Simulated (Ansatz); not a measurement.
**Relaxing Sb2C3**

All numbers below come from Ansatz, DFT PBE, scalar-relativistic, plane waves, PAW. Cutoff 420 eV, Γ-centred k mesh, Gaussian smearing, no spin polarisation in the final step.

The start puts Sb2C3 on the sites of a reported Rb2P3 cell (Fmmm, No. 69), with Sb in place of Rb, C in place of P, at a guessed volume.

```
CELL_PARAMETERS angstrom
0.00000 4.06280 6.16479
3.79690 0.00000 6.16479
3.79690 4.06280 0.00000
ATOMIC_POSITIONS crystal
Sb 0.71800 0.28200 0.71800
Sb 0.28200 0.71800 0.28200
Sb 0.25000 0.25000 0.25000
Sb 0.75000 0.75000 0.75000
C 0.71970 0.13330 0.28030
C 0.86670 0.28030 0.13330
C 0.28030 0.86670 0.71970
C 0.13330 0.71970 0.86670
C 0.85190 0.85190 0.14810
C 0.14810 0.14810 0.85190
```

Cell and atoms relax at zero pressure; the relaxation can't lower the symmetry of the start. After a coarse first stage the cell is made exact in the group found at 0.06 Å.

Energies over the elements count from the elements' standard structures at the same level, with no empirical corrections.

(1) Which crystal results?

(2) What are its volume, energy, density and gap?

## Answers

(1) It keeps Fmmm (No. 69), but not the shape of the type it started on. Conventional cell: a = 7.654 Å, b = 8.780 Å, c = 9.387 Å. Sb on Wyckoff site h (2 atoms of the primitive cell) has 1 Sb at 2.76 Å, 2 C at 2.85 Å and 4 Sb at 3.14 Å (next C at 3.29 Å); Sb on Wyckoff site f (2 atoms of the primitive cell) has 4 C at 2.74 Å and 4 Sb at 3.14 Å (next C at 3.27 Å); C on Wyckoff site n (4 atoms of the primitive cell) has 2 C at 1.37–1.43 Å; C on Wyckoff site g (2 atoms of the primitive cell) has 2 C at 1.37 Å.

```
Sb C
1.0
     0.00000    4.38991    4.69372
     3.82723    0.00000    4.69372
     3.82723    4.38991    0.00000
Sb C
4 6
Direct
  0.65736 0.34264 0.65736
  0.34264 0.65736 0.34264
  0.75000 0.75000 0.75000
  0.25000 0.25000 0.25000
  0.03763 0.22387 0.96237
  0.22387 0.03763 0.77613
  0.96237 0.77613 0.03763
  0.77613 0.96237 0.22387
  0.82640 0.17360 0.17360
  0.17360 0.82640 0.82640
```

(2) The volume per atom is 15.77 Å³ and the density is 5.89 g/cm³. The energy over the elements is 1.14 eV/atom and the gap on the 8×8×8 mesh is 0 eV (a metal).

The final run used a 8×8×8 mesh on its 10-atom cell and 0.10 eV smearing. The k mesh leaves about 4 meV/atom of noise in metals. Spin–orbit coupling is left out. A structure relaxed within its symmetry needn't be a true minimum. The steps took roughly 20 core-minutes in all.